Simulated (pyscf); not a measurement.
Thermochemistry of product channels of •H₂Si–SiH₃ on the doublet surface, in kJ/mol, from ωB97M-D3(BJ)/def2-TZVP energies (ideal gas, 1 atm, RRHO with modes under 100 cm⁻¹ raised to 100, one conformer, R ln 2 for rigid chiral ones). PySCF, gas phase, ωB97X-D3(BJ)/def2-SVP geometries.

```tsv
products	ΔE	ΔH(298 K)	ΔG(600 K)	ΔG(900 K)
[HSi=SiH₂]• + hydrogen (H₂)	?	+170.5	+95.0	+55.9
silyl (SiH₃•) + silylene (SiH₂) [singlet]	+240.6	+228.2	+148.9	+111.2
```

Problem. Complete the blanks.

Solution. 
- [HSi=SiH₂]• + hydrogen (H₂), ΔE: +183.5

These are energies of the channels, which say nothing of barriers.
